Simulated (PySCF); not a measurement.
Numbering as in the mapped SMILES `[O:1]=[N:2][Cl:3]`.

Geometry: PBE0-D3(BJ)/def2-SVP; GIAO shifts from PySCF 2.14, gas phase, non-relativistic, averaged over equivalent atoms.

At PBE0/pcSseg-1 (58 basis functions, 2 s wall time on 1 thread of an Arm Neoverse V1, shared host):
| atoms | δ (ppm) |
| --- | --- |
| O1 | 1155.9 |
| N2 | 715.5 |
| Cl3 | 1535.7 |

Shifts are taken against calculated references (same method and geometry level): H2O for 17O (334.56 ppm); NH3 for 15N (265.67 ppm); 35Cl (943.27 ppm) against HCl.

What do these become at B97-2/pcSseg-2?

Answers


```
atoms  δ at B97-2/pcSseg-2  change
   O1               1101.8   -54.1
   N2                704.2   -11.3
  Cl3               1475.7   -60.0
```

Scale: 17O (σ = 326.24 ppm) against H2O; 15N (σ = 259.60 ppm) against NH3; HCl for 35Cl (σ = 936.59 ppm) (reference shieldings calculated alike).

The largest change is at Cl3 (chlorine bonded to N). Cost: 115 basis functions, 2.5 s wall time on 1 thread of an Arm Neoverse V1, shared host.

Unscaled 17O shifts of doubly bonded oxygen tend to come out too high, by tens of ppm or more. Experimental scales use liquid or dissolved standards, which lie at an offset from isolated NH3 (liquid NH3: subtract about 20 ppm) and H2O (liquid H2O: subtract about 36 ppm). Unscaled 15N shifts of sp2 nitrogen come out 20 to 40 ppm too high even then.
